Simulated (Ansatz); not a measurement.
# SiNH3 (triplet): from Hartree-Fock to the top rungs at distance N1–H4 along a hydrogen transfer = 1.413 Å, cc-pVDZ

How much of the correlation energy of SiNH3 (triplet) does each wave-function method recover here?

The runs use Ansatz 0.2.0, Gaussian basis; cc-pVDZ, core rule «outside noble gas», up to 6 orbitals frozen.

Plan: UHF; CCSD(T) on ROHF; CCSD(T) on UHF; BCCD(T) on ROHF; CISD; CCSDT(Q) on ROHF; CCSDT(Q) on UHF; CASSCF and MRCISD+Q, 4 electrons in 4 orbitals; CASSCF and NEVPT2, 4 electrons in 4 orbitals.

7 further runs of the same task are left out: 6 that didn't finish, 1 set aside as unsound or not needed.

## 1. The system

The geometry derives from fragments relaxed apart (PBE0/def2-TZVP) and kept rigid, so it is no stationary point. A hydrogen atom is moved between rigid fragments.

5 atoms, charge 0, spin multiplicity 3.

Atoms are counted from 1 here; the program's logs count them from 0.

Bond lengths: N1–H2 1.012 Å, N1–H3 1.012 Å. Angles: H2–N1–H3 107.1°.

## 2. UHF

in.yaml reads:

```yaml
crystal:
  periodic: [false, false, false]
  atoms:
    - {symbol: N, position_ang: [-1.981704, -0.012635, -0.019666]}
    - {symbol: H, position_ang: [-2.278984, 0.955198, -0.019665]}
    - {symbol: H, position_ang: [-2.278983, -0.414935, 0.860594]}
    - {symbol: H, position_ang: [-0.568704, -0.012635, -0.019666]}
    - {symbol: Si, position_ang: [1.172296, -0.012634, -0.019666]}
basis:
  gaussian: {orbitals: cc-pVDZ}
magnetization: {spin_polarized: true, initial_magnetization: 2}
hamiltonian: {xc: hf}
output: {orbitals: {seedname: orbitals}}
```

Launch:

```sh
> ansatz run in.yaml --threads 1 --pin off --events-out ev --progress --plain --max-ram 2393MiB
```

The runs that follow: CCSD(T) on ROHF; CCSD(T) on UHF; BCCD(T) on ROHF; CISD; CCSDT(Q) on ROHF; CCSDT(Q) on UHF; CASSCF and MRCISD+Q, 4 electrons in 4 orbitals; CASSCF and NEVPT2, 4 electrons in 4 orbitals.

Before running them: what should the planned runs give, taken together? Wanted: UCCSDT(Q) below the RHF energy; RMP2 from UCCSDT(Q); UMP2 from UCCSDT(Q); RCCSD from UCCSDT(Q); RCCSD(T) from UCCSDT(Q); UCCSD(T) from UCCSDT(Q); RCCSDT(Q) from UCCSDT(Q); T1 diagnostic.

**Answer**, as computed:

| quantity | value |
| --- | --- |
| UCCSDT(Q) below the RHF energy | -8.2413 eV |
| RMP2 from UCCSDT(Q) | +1208.9 meV |
| UMP2 from UCCSDT(Q) | +1408.0 meV |
| RCCSD from UCCSDT(Q) | +284.4 meV |
| RCCSD(T) from UCCSDT(Q) | +59.5 meV |
| UCCSD(T) from UCCSDT(Q) | +67.3 meV |
| RCCSDT(Q) from UCCSDT(Q) | -2.4 meV |
| levels within 1 kcal/mol (43 meV) | RCCSDT, UCCSDT, RCCSDT(Q) |
| T1 diagnostic | 0.038 |

**Reading.** RCCSD(T) lands +59.5 meV from the yardstick (0.7 % of the correlation energy). These misses are within one basis, not against nature; the frozen cores of restricted and unrestricted runs differ, which can shift their rows.
